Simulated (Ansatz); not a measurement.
## bcc V

These are HSE06 (Ansatz, a first-principles code, plane waves, PAW) values and carry that method's errors.

Settings: plane-wave cutoff 500 eV, 8×8×1 k mesh (along the axes of the cell as run), Fermi–Dirac smearing 0.1 eV, scalar-relativistic PAW data made under PBE.

Cell: relaxed with r²SCAN.

* **surface energy of the (100) face**: 2.46 J/m²
* **work function of the (100) face**: 3.63 eV

Note: exact exchange on metals is sensitive to the k mesh and can open a false gap.

The slab of 8 atoms is relaxed and unreconstructed.

Computed values are for the static lattice.

Cost on a shared machine: around 11 core-minutes (rough).
